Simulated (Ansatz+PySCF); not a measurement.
Values are calculated unless marked as measured or tabulated.
Input for PySCF 2.14.0:

```python
from pyscf import gto, scf, cc

mol = gto.M(atom="""
B 0.000000 0.000000 0.000000
O 0.000000 0.000000 1.600000
""", basis='sto-3g', charge=0, spin=1)
mf = scf.UHF(mol)
mf.kernel()
mycc = cc.CCSD(mf, frozen=2).run()
et = mycc.ccsd_t()
print(mf.e_tot, mycc.e_corr, et, mycc.e_tot + et)
```

The script is written out from the run's settings.

The run gave:

- Converged: yes
- Reference energy: -98.00157 hartree
- CCSD correlation energy: -0.14935 hartree
- Triples correction: -0.02865 hartree
- Total energy: -98.17957 hartree
- Spin squared of the determinant: 0.818

The reference isn't the lowest determinant (another lies 1.18 eV lower), but the same method gives a higher total on the lower determinant. Caution: large amplitudes, a single reference is doubtful.
